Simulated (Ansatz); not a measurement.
Born–Oppenheimer molecular dynamics of CH4AlNa (7 atoms, charge 0, multiplicity 1). It starts from a relaxed structure.

These are results of RKS PBE/6-31G* in Ansatz, not measurements.

```json
{
  "ensemble": "NVE (velocity Verlet)",
  "time step": "0.5 fs",
  "steps asked": "150",
  "starting velocities drawn for": "500 K",
  "seed": "265544"
}
```

Frames 5 fs apart, positions in Å.

Velocities at 5.0 fs (Å/ps):

```
C 2.65 4.86 4.17
Al -0.90 2.25 -2.60
Na 0.94 -4.50 3.70
H -14.22 -7.42 -25.61
H 2.63 -3.23 -6.50
H 1.84 -20.15 -14.01
H -19.30 15.34 -18.44
```

```xyz
7
Properties=species:S:1:pos:R:3 time_fs=5.0 energy_less_start_eV=0.103 T=342
C -0.809 0.525 -0.309
Al 0.931 -0.309 0.149
Na 1.300 -2.604 1.980
H -1.523 0.785 0.524
H -0.720 1.315 -1.075
H -1.436 -0.250 -0.792
H 2.068 0.518 -0.673
7
Properties=species:S:1:pos:R:3 time_fs=10.0 energy_less_start_eV=0.154 T=263
C -0.807 0.538 -0.296
Al 0.927 -0.297 0.137
Na 1.304 -2.626 1.998
H -1.563 0.809 0.427
H -0.715 1.325 -1.066
H -1.354 -0.315 -0.849
H 1.996 0.581 -0.766
7
Properties=species:S:1:pos:R:3 time_fs=15.0 energy_less_start_eV=0.208 T=179
C -0.821 0.535 -0.302
Al 0.925 -0.284 0.127
Na 1.309 -2.646 2.014
H -1.597 0.891 0.438
H -0.700 1.375 -1.012
H -1.194 -0.301 -0.871
H 1.961 0.584 -0.839
7
Properties=species:S:1:pos:R:3 time_fs=20.0 energy_less_start_eV=0.212 T=174
C -0.838 0.546 -0.305
Al 0.926 -0.269 0.119
Na 1.314 -2.664 2.029
H -1.561 0.849 0.427
H -0.656 1.413 -0.966
H -1.195 -0.345 -0.953
H 1.959 0.514 -0.882
7
Properties=species:S:1:pos:R:3 time_fs=25.0 energy_less_start_eV=0.146 T=275
C -0.847 0.548 -0.322
Al 0.928 -0.254 0.115
Na 1.319 -2.679 2.041
H -1.614 0.738 0.492
H -0.631 1.428 -0.947
H -1.270 -0.214 -0.951
H 2.004 0.404 -0.921
7
Properties=species:S:1:pos:R:3 time_fs=30.0 energy_less_start_eV=0.149 T=271
C -0.853 0.551 -0.329
Al 0.930 -0.243 0.114
Na 1.323 -2.691 2.050
H -1.558 0.644 0.475
H -0.689 1.483 -0.907
H -1.423 -0.145 -1.050
H 2.079 0.286 -0.958
7
Properties=species:S:1:pos:R:3 time_fs=35.0 energy_less_start_eV=0.135 T=292
C -0.861 0.543 -0.356
Al 0.932 -0.235 0.114
Na 1.327 -2.699 2.058
H -1.525 0.645 0.561
H -0.809 1.560 -0.803
H -1.441 -0.022 -1.081
H 2.130 0.171 -0.959
7
Properties=species:S:1:pos:R:3 time_fs=40.0 energy_less_start_eV=0.208 T=179
C -0.873 0.550 -0.371
Al 0.933 -0.233 0.113
Na 1.331 -2.703 2.063
H -1.429 0.617 0.560
H -0.887 1.621 -0.674
H -1.460 -0.002 -1.153
H 2.149 0.077 -0.928
7
Properties=species:S:1:pos:R:3 time_fs=45.0 energy_less_start_eV=0.195 T=198
C -0.882 0.570 -0.384
Al 0.933 -0.236 0.111
Na 1.334 -2.703 2.066
H -1.433 0.478 0.597
H -0.878 1.648 -0.617
H -1.441 0.002 -1.150
H 2.177 0.027 -0.907
7
Properties=species:S:1:pos:R:3 time_fs=50.0 energy_less_start_eV=0.206 T=182
C -0.884 0.590 -0.374
Al 0.929 -0.244 0.109
Na 1.336 -2.699 2.068
H -1.466 0.345 0.531
H -0.851 1.665 -0.621
H -1.401 0.010 -1.157
H 2.214 0.031 -0.902
7
Properties=species:S:1:pos:R:3 time_fs=55.0 energy_less_start_eV=0.147 T=274
C -0.872 0.597 -0.354
Al 0.923 -0.257 0.104
Na 1.338 -2.691 2.067
H -1.550 0.335 0.475
H -0.873 1.666 -0.610
H -1.319 0.036 -1.238
H 2.212 0.081 -0.881
7
Properties=species:S:1:pos:R:3 time_fs=60.0 energy_less_start_eV=0.114 T=324
C -0.858 0.587 -0.340
Al 0.917 -0.272 0.100
Na 1.339 -2.680 2.064
H -1.649 0.421 0.441
H -0.910 1.676 -0.560
H -1.153 0.121 -1.275
H 2.165 0.170 -0.848
```

Of the whole run (75 fs, mean temperature of the second half 248 K): The conserved energy stayed within 0.17 meV per atom of its start (net change 0.16 meV per atom), so the integration is sound. The temperature averaged 0.50 of the 500 K drawn at the start: a run that starts near a minimum puts about half its kinetic energy into the potential. A run of 0.075 ps of so small a system gives no equilibrium averages.

Time of the run: 2.7 min on 1 CPU thread of a shared host.
